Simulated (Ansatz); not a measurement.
Species: C2H3O2 (charge 0, doublet). It need not be the lowest isomer of its formula. 
Geometry from a B3LYP-D3(BJ)/def2-TZVP (Ansatz, a program for electronic structure) optimisation:
```
C
O 1 1.2154
O 1 1.3607 2 122.32
H 3 0.9692 1 106.70 2 0.00
C 1 1.4405 2 124.80 3 -180.00
H 5 1.0785 1 118.11 2 0.00
H 5 1.0794 6 120.76 1 -180.00
```
Charge 0, spin multiplicity 2.

Basis-set convergence of Hartree-Fock and CCSD(T) correlation energies (hartree) with Ansatz. Valence correlation only, unless marked. UHF or UKS for open shells. Spin-orbit coupling is left out. Non-relativistic.

| basis | functions | E(HF) | E(corr, CCSD(T)) |
|---|---|---|---|
| cc-pVDZ | 71 | -227.20693 | -0.64829 |
| cc-pVTZ | 162 | [?] | [?] |

### Question
Fill in the missing entries.

### Answer

- cc-pVTZ, E(HF): -227.27534
- cc-pVTZ, E(corr, CCSD(T)): -0.80991
